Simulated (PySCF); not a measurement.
# Cl2 (Cl2): the cost of one run

Computed with PySCF 2.14.0 and routines of our own; the level stands in each step. Atoms count from 0.

## 1. The system as given

2 atoms, charge 0, multiplicity 1; geometry from: GFN2-xTB.

## 2. Optimising the geometry at BHandHLYP/def2-TZVP

What the job is given:

```
{"job": {"xc": "BHandHLYP", "basis": "def2-TZVP", "grid": 1, "kind": "geom"}, "charge": 0, "multiplicity": 1}
Cl     1.009659    -0.003028    -0.002678
Cl    -1.006902     0.004296    -0.011471
```

Started as:

```bash
$ OMP_NUM_THREADS=1 python excited_run.py task.json out
```

One launch serves the whole session: the jobs run in the order shown.

Q: Estimate the wall time and peak memory of this first job on 1 thread of Arm Neoverse V1, shared host.

About 2.3 s, with a peak of 0.3 GiB.
